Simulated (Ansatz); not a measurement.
Gas-phase electronic energies from Ansatz, PBE0-D4/def2-TZVP geometries. CCSD(T)/CBS is the MP2 limit (def2-TZVPP, def2-QZVPP) plus CCSD(T) − MP2 in def2-TZVPP, frozen cores. This one scheme is used for every species. Functionals use def2-TZVPP.

Consider the ligand exchange at the Si–S bond: `[SiH]S` + `O[SiH3]` → `[SiH]O[SiH3]` + H₂S.

`[SiH]S`:

Cartesian coordinates in Å:
```
Si 0.755 0.033 0.810
S -0.707 -0.116 -0.712
H 1.061 1.454 0.349
H -1.109 -1.372 -0.446
```

`O[SiH3]`:

```xyz
6

O     0.254   -0.901    0.875
Si   -0.216    0.174   -0.282
H     1.089   -0.747    1.317
H    -0.368    1.547    0.274
H    -1.522   -0.313   -0.783
H     0.763    0.240   -1.401
```

`[SiH]O[SiH3]`:

Cartesian coordinates in Å:
```
Si 0.513 1.140 -1.876
O 0.470 0.855 -0.256
Si -0.068 -0.232 0.865
H -0.251 -0.130 -2.329
H -0.779 -1.346 0.187
H 1.101 -0.754 1.614
H -0.987 0.468 1.796
```

H₂S:

```xyz
3

S     0.590    0.131   -0.136
H    -0.017   -0.898    0.474
H    -0.573    0.767   -0.338
```

| species | r2SCAN0-D4 energy (Eh) |
| --- | --- |
| `[SiH]S` | -688.81994 |
| `O[SiH3]` | -367.11759 |
| `[SiH]O[SiH3]` | -656.57132 |
| H₂S | -399.37011 |

Task: Work out ΔE.

Result: ΔE = (-656.57132) + (-399.37011) − (-688.81994) − (-367.11759) = -0.00390 Eh = -0.11 eV. CCSD(T)/CBS gives -0.19 eV.

Largest T1 diagnostic among the species: 0.016.

From PBE to PBE0 (25 % exact exchange), in def2-TZVPP and without D4, ΔE moves by −0.05 eV. Leaving LDA and LC-ωPBE aside and taking each functional with its dispersion term where it has one, the values, not all of them listed here, spread over 0.27 eV, from CAM-B3LYP-D4 to PBE-D4. At CCSD(T), def2-SVP lies −0.04 eV from the extrapolated value and def2-TZVPP −0.04 eV.
